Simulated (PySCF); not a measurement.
## CH6B2: 4 charge schemes on one density

Species: CH6B2.
Z-matrix (Å and degrees, PBE0-D3(BJ)/def2-SVP geometry), rows numbered from 1:
```
B 
C   1  1.5554
B   2  1.5542  1  108.17
H   1  1.2100  2  121.41  3   118.74
H   1  1.2103  2  119.94  3   -60.59
H   2  1.1123  1  101.86  3   107.77
H   2  1.0968  1  115.01  3  -130.54
H   3  1.2101  2  121.35  1  -116.55
H   3  1.2102  2  119.96  1    62.37
```

The species is `C(B)B` (CH6B2).

Density: PBE0/pcSseg-1 (PySCF); schemes: Mulliken, IAO, Hirshfeld and ESP-fitted. Geometry: PBE0-D3(BJ)/def2-SVP, one conformer, isolated molecule.

Question: Which atoms carry the lowest charge in the Mulliken, IAO, Hirshfeld and ESP-fitted schemes?

Answer: All schemes agree: Mulliken C2 (-0.596); IAO C2 (-0.548); Hirshfeld C2 (-0.204); ESP-fitted C2 (-0.359).

Question: At which atom do the 4 schemes differ most?

Answer: At C2: from -0.596 (Mulliken) to -0.204 e (Hirshfeld), 0.392 e apart.

Question: For which atoms does the sign change between the 4 schemes (beyond +0.03 e in one, beyond −0.03 e in another)?

Answer: For none.

Question: Give the atomic charges in each scheme.

Answer: In e:

```
atom                environment  Mulliken     IAO  Hirshfeld  ESP-fitted
  B1     three-coordinate boron    +0.115  +0.078     +0.163      +0.407
  C2  sp3 carbon bound to boron    -0.596  -0.548     -0.204      -0.359
  B3     three-coordinate boron    +0.117  +0.076     +0.162      +0.392
  H4               B–H hydrogen    +0.008  +0.010     -0.059      -0.152
  H5               B–H hydrogen    +0.015  +0.008     -0.058      -0.156
  H6         methylene hydrogen    +0.169  +0.203     +0.069      +0.105
  H7         methylene hydrogen    +0.152  +0.155     +0.044      +0.062
  H8               B–H hydrogen    +0.008  +0.010     -0.059      -0.146
  H9               B–H hydrogen    +0.013  +0.008     -0.059      -0.152
```

Mean size of the charges over all atoms: ESP-fitted 0.215 e, Mulliken 0.133 e, IAO 0.122 e, Hirshfeld 0.097 e. Each set sums to the total charge, 0, to within 0.001 e. The Hirshfeld scheme weights the molecular density at each point by an atom's share of the summed free-atom densities.

Question: How many electrons does the Mulliken scheme count on B3?

Answer: Z − q = 5 − (+0.117) = 4.883.

Question: Sum the charges by element, for elements with more than one atom.

Answer: 
```csv
element,atoms,Mulliken,IAO,Hirshfeld,ESP-fitted
B,2,+0.231,+0.154,+0.325,+0.799
H,6,+0.365,+0.394,-0.121,-0.439
```
